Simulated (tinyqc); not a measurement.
Worked calculation (part 2 of 2): ROHF in the sto-6g basis, for BH, spin multiplicity 3. Computed by tinyqc, a small Python program that keeps every step (integrals from PySCF). Command: `OMP_NUM_THREADS=1 python tinyqc.py 28444 28445 out.jsonl` (the two numbers bound the seeds that draw the settings). One thread of a shared host (Intel(R) Xeon(R) Processor @ 2.60GHz), about 0.1 s of CPU time with the checks.

Geometry (angstrom):
```
atom         x         y         z
B     0.000000  0.000000  0.000000
H     0.000000  0.000000  1.656000
```

## Iteration 3: DIIS over 3 matrices

error matrix X^T (FDS - SDF) X:
```
           1          2         3         4          5          6
1   0.000000   0.055702  0.000000  0.000000   0.003389  -0.050735
2  -0.055702   0.000000  0.000000  0.000000  -0.008618   0.009716
3   0.000000   0.000000  0.000000  0.000000   0.000000   0.000000
4   0.000000   0.000000  0.000000  0.000000   0.000000   0.000000
5  -0.003389   0.008618  0.000000  0.000000   0.000000   0.012981
6   0.050735  -0.009716  0.000000  0.000000  -0.012981   0.000000
```

B (overlaps of the stored error matrices), lower triangle:
```
                1              2              3
1   4.8383754e-01
2  -3.0738332e-02  8.8050219e-02
3   5.8948924e-02  3.9672912e-03  1.2050947e-02
```

Minimise |sum c_i e_i|^2 with sum c_i = 1: solve [B -1; -1 0][c; lambda] = [0; -1] with B_ij = tr e_i^T e_j, and take F = sum c_i F_i.

DIIS coefficients: -0.129982  -0.027379  1.157361

extrapolated F (hartree), lower triangle:
```
            1B 1s      1B 2s    1B 2px    1B 2py     1B 2pz      2H 1s
1B 1s   -7.424771
1B 2s   -2.078162  -0.874515
1B 2px   0.000000   0.000000  0.069376
1B 2py   0.000000   0.000000  0.026194  0.277331
1B 2pz  -0.002595  -0.043499  0.000000  0.000000   0.125349
2H 1s   -0.196113  -0.331133  0.000000  0.000000  -0.279122  -0.206175
```

## Iteration 3: diagonalisation and new density

X:
```
                1          2         3          4          5         6
1B 1s    0.396726   0.724057  0.000000   0.000000   0.560889  0.286986
1B 2s   -0.748239  -0.495453  0.000000   0.000000   0.394561  0.459739
1B 2px   0.000000   0.000000  0.015281   0.999883   0.000000  0.000000
1B 2py   0.000000   0.000000  0.999883  -0.015281   0.000000  0.000000
1B 2pz  -0.603346   0.584872  0.000000   0.000000  -0.541635  0.348980
2H 1s    0.854530  -0.357025  0.000000   0.000000  -0.297340  0.515717
```

Diagonalise F' = X^T F X, C = X C', fill 4 alpha and 2 beta electrons from the bottom; D(s) = C_occ C_occ^T. Each column has its largest component positive (the first on a tie).

F' = X^T F X (hartree), lower triangle:
```
           1          2         3         4          5          6
1   0.010924
2  -1.138838  -2.475721
3   0.000000   0.000000  0.278083
4   0.000000   0.000000  0.023004  0.068624
5  -0.936666  -2.869767  0.000000  0.000000  -3.299844
6  -0.657959  -1.645223  0.000000  0.000000  -2.067494  -1.714318
```

orbital energies (hartree): MO1 -7.426669, MO2 -0.453849, MO3 -0.084935, MO4 0.066127, MO5 0.280580, MO6 0.486494

coefficients C:
```
              MO1        MO2        MO3        MO4       MO5        MO6
1B 1s    0.995326  -0.208705  -0.192190   0.000000  0.000000  -0.086242
1B 2s    0.017303   0.693270   0.737630   0.000000  0.000000   0.383864
1B 2px   0.000000   0.000000   0.000000   0.992397  0.123078   0.000000
1B 2py   0.000000   0.000000   0.000000  -0.123078  0.992397   0.000000
1B 2pz   0.000926   0.173741  -0.495019   0.000000  0.000000   0.919797
2H 1s   -0.001766   0.523818  -0.537873   0.000000  0.000000  -0.805212
```

D(alpha) after iteration 3, lower triangle:
```
            1B 1s      1B 2s     1B 2px    1B 2py    1B 2pz     2H 1s
1B 1s    1.071169
1B 2s   -0.269232   1.025021
1B 2px   0.000000   0.000000   0.984852
1B 2py   0.000000   0.000000  -0.122142  0.015148
1B 2pz   0.059799  -0.244675   0.000000  0.000000  0.275231
2H 1s   -0.007707  -0.033634   0.000000  0.000000  0.357265  0.563696
```

D(beta) after iteration 3, lower triangle:
```
            1B 1s     1B 2s    1B 2px    1B 2py    1B 2pz     2H 1s
1B 1s    1.034232
1B 2s   -0.127467  0.480923
1B 2px   0.000000  0.000000  0.000000
1B 2py   0.000000  0.000000  0.000000  0.000000
1B 2pz  -0.035339  0.120466  0.000000  0.000000  0.030187
2H 1s   -0.111081  0.363117  0.000000  0.000000  0.091007  0.274389
```

## Iteration 11 (converged): orbitals

converged F (hartree), lower triangle:
```
            1B 1s      1B 2s    1B 2px    1B 2py     1B 2pz      2H 1s
1B 1s   -7.415409
1B 2s   -2.077551  -0.793991
1B 2px   0.000000   0.000000  0.081167
1B 2py   0.000000   0.000000  0.026194  0.289122
1B 2pz  -0.007533  -0.040332  0.000000  0.000000   0.043358
2H 1s   -0.195502  -0.317002  0.000000  0.000000  -0.297745  -0.201055
```

As before.

F' = X^T F X (hartree), lower triangle:
```
           1          2         3         4          5          6
1   0.037780
2  -1.094042  -2.472436
3   0.000000   0.000000  0.289874
4   0.000000   0.000000  0.023004  0.080415
5  -0.969941  -2.853812  0.000000  0.000000  -3.315564
6  -0.666012  -1.690014  0.000000  0.000000  -2.028789  -1.704785
```

orbital energies (hartree): MO1 -7.417365, MO2 -0.416610, MO3 -0.080956, MO4 0.077918, MO5 0.292371, MO6 0.459925

coefficients C:
```
              MO1        MO2        MO3        MO4       MO5        MO6
1B 1s    0.995283  -0.176834  -0.212948   0.000000  0.000000  -0.106776
1B 2s    0.017487   0.572244   0.795897   0.000000  0.000000   0.459512
1B 2px   0.000000   0.000000   0.000000   0.992397  0.123078   0.000000
1B 2py   0.000000   0.000000   0.000000  -0.123078  0.992397   0.000000
1B 2pz   0.001677   0.261121  -0.551295   0.000000  0.000000   0.865530
2H 1s   -0.002102   0.592617  -0.363895   0.000000  0.000000  -0.853489
```

D(alpha) after iteration 11, lower triangle:
```
            1B 1s      1B 2s     1B 2px    1B 2py    1B 2pz     2H 1s
1B 1s    1.067206
1B 2s   -0.253273   0.961221
1B 2px   0.000000   0.000000   0.984852
1B 2py   0.000000   0.000000  -0.122142  0.015148
1B 2pz   0.072891  -0.289320   0.000000  0.000000  0.372113
2H 1s   -0.029396   0.049462   0.000000  0.000000  0.355354  0.483619
```

D(beta) after iteration 11, lower triangle:
```
            1B 1s     1B 2s    1B 2px    1B 2py    1B 2pz     2H 1s
1B 1s    1.021859
1B 2s   -0.083788  0.327770
1B 2px   0.000000  0.000000  0.000000
1B 2py   0.000000  0.000000  0.000000  0.000000
1B 2pz  -0.044506  0.149454  0.000000  0.000000  0.068187
2H 1s   -0.106887  0.339085  0.000000  0.000000  0.154741  0.351199
```

## Convergence

Stop when the energy changes by less than 1e-08 hartree and every element of the error matrix X^T (F D S - S D F) X is below 3e-05.

Course of the cycle:
```
iteration   E (hartree)     change  largest element of the error matrix
1          -24.36918737          -                             4.04e-01
2          -24.82104504  -4.52e-01                             1.63e-01
3          -24.90267312  -8.16e-02                             5.57e-02
4          -24.91067333  -8.00e-03                             1.84e-02
5          -24.91434835  -3.68e-03                             1.04e-02
6          -24.91613585  -1.79e-03                             6.59e-03
7          -24.91661421  -4.78e-04                             2.90e-03
8          -24.91674992  -1.36e-04                             2.28e-04
9          -24.91675048  -5.54e-07                             5.01e-05
10         -24.91675051  -3.50e-08                             5.14e-06
11         -24.91675051  -3.99e-10                             3.49e-07
```

PySCF ROHF in the same basis = -24.91675051 hartree

Converged in 11 iterations.

## Populations, bond orders and dipole

overlap S, lower triangle:
```
           1B 1s     1B 2s    1B 2px    1B 2py    1B 2pz     2H 1s
1B 1s   1.000000
1B 2s   0.264891  1.000000
1B 2px  0.000000  0.000000  1.000000
1B 2py  0.000000  0.000000  0.000000  1.000000
1B 2pz  0.000000  0.000000  0.000000  0.000000  1.000000
2H 1s   0.023967  0.269271  0.000000  0.000000  0.316293  1.000000
```

Mulliken: Z minus the diagonal of D S on the atom; Loewdin: the same with S^(1/2) D S^(1/2); Mayer order: 2 sum_s sum (D(s) S)_ij (D(s) S)_ji over the two atoms.

Charges (e):
```
atom   Mulliken    Loewdin  Mulliken spin
1B     0.097515   0.092287       1.880258
2H    -0.097515  -0.092287       0.119742
```

Mayer bond orders:
```
pair     order
2-1   0.976153
```

dipole moment about the origin, x y z (debye): 0.000000  0.000000  -0.842161
